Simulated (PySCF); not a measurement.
Compound: acetyl chloride, C₂H₃ClO.
Bonds: C1–C2, C2–O3 (double), C2–Cl4. Hydrogens: H5, H6, H7 on C1.

Computed with PySCF at CAM-B3LYP/def2-SVPD, non-relativistic, on one gas-phase PBE0-D3(BJ)/def2-SVP geometry that isn't relaxed in the solvent. The solvent is an IEF-PCM continuum (Bondi radii, 1.10 Å for H, scaled by 1.2), and excitations are vertical TDDFT with non-equilibrium linear response and a frozen core. Only the electrostatic response of the medium enters.

Gas-phase singlets (H = HOMO, L = LUMO):

| state | E (eV) | λ (nm) | f | leading configurations |
| --- | --- | --- | --- | --- |
| S1 | 5.213 | 238 | 0.000 | H→L 95% |
| S2 | 6.726 | 184 | 0.000 | H-1→L 96% |
| S3 | 7.073 | 175 | 0.009 | H-2→L 78%, H→L+2 12% |
| S4 | 7.893 | 157 | 0.025 | H-1→L+2 40%, H-1→L+1 21%, H→L+1 14% |
| S5 | 8.027 | 154 | 0.001 | H-2→L+2 55%, H-2→L+1 35% |

How does the list change in benzene (ε = 2.271)?

```tsv
state	E (eV)	λ (nm)	f	leading configurations	change by rank (eV)
S1	5.270	235	0.000	H→L 96%	+0.057
S2	6.766	183	0.000	H-1→L 97%	+0.040
S3	7.108	174	0.015	H-2→L 80%, H→L+1 8%, H→L+2 8%	+0.035
S4	7.899	157	0.044	H-1→L+1 31%, H-1→L+2 26%, H→L+1 20%	+0.006
S5	8.051	154	0.001	H-2→L+1 53%, H-2→L+2 37%	+0.024
```

The ground-state energy changes by -0.090 eV from gas to benzene. By how much does the total energy of gas-phase S1 change?

E(S1) = E(S0) + excitation energy, so it changes by -0.090 + 0.057 = -0.033 eV: it is lowered less than the ground state, which is what a blue shift means. This is the vertical state, with the slow part of the continuum still set for S0.

How do the frontier levels move from gas to benzene?

```tsv
orbital	gas (eV)	solvent (eV)	change (eV)	Löwdin shares, gas	Löwdin shares, solvent
LUMO+2	1.52	1.61	+0.09	Cl4 56 %, C2 16 %, C1 12 %, H6 5 %	Cl4 48 %, C1 17 %, C2 14 %, H6 7 %
LUMO+1	1.07	1.20	+0.13	Cl4 26 %, C1 26 %, C2 15 %, H5 10 %	Cl4 38 %, C1 19 %, C2 18 %, H5 8 %
LUMO	-0.02	0.03	+0.05	C2 40 %, O3 33 %, Cl4 11 %, C1 8 %	C2 41 %, O3 33 %, Cl4 11 %, C1 8 %
HOMO	-10.14	-10.15	-0.01	O3 55 %, Cl4 29 %, C2 7 %, C1 7 %	O3 54 %, Cl4 29 %, C2 7 %, C1 7 %
HOMO-1	-10.77	-10.76	+0.01	Cl4 78 %, C2 8 %, C1 8 %	Cl4 78 %, C2 8 %, C1 8 %
HOMO-2	-10.86	-10.88	-0.02	Cl4 78 %, O3 11 %, C2 10 %	Cl4 78 %, O3 11 %, C2 10 %
HOMO-3	-12.96	-12.80	+0.16	O3 30 %, C1 28 %, C2 15 %, H7 11 %	C1 30 %, O3 28 %, C2 14 %, H7 12 %
```

The HOMO–LUMO gap goes from 10.12 to 10.18 eV.

The run took 4.4 s of wall time on an AMD EPYC 7R43 with one thread, no GPU (shared host), and the process peaked at 0.50 GiB of memory. This is the whole response run at CAM-B3LYP/def2-SVPD in benzene, SCF included.
